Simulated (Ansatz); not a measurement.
Two shapes of singlet CH₃F.

Shape 1:

```xyz
5

C    -0.0144   -0.0466   -0.6295
F    -0.0296   -0.0257    0.7758
H     0.0243   -1.0750   -0.9768
H    -0.9243    0.5199   -1.0386
H     0.9044    0.4687   -1.0010
```

Shape 2:

```xyz
5

C    -0.0773    0.0094   -0.6595
F     0.0225    0.0061    0.7104
H     0.0314   -1.1628   -0.9923
H    -0.8374    0.5087   -1.0207
H     0.8390    0.4703   -1.0620
```

Basis set: 6-31G (spherical functions). Frozen core: 2 orbitals. Charge 0, multiplicity 1.

Computed with Ansatz (development build ahead of 0.2.0); each method stands on the lowest determinant of its kind that the runs found.

(1) Which shape is lower in energy, and by how much in each method?

Results:

(1)

| method | E(2) − E(1) (eV) |
| --- | --- |
| RHF | 0.542 |
| RHF-MP2 | 0.615 |

Shape 1 is lower.
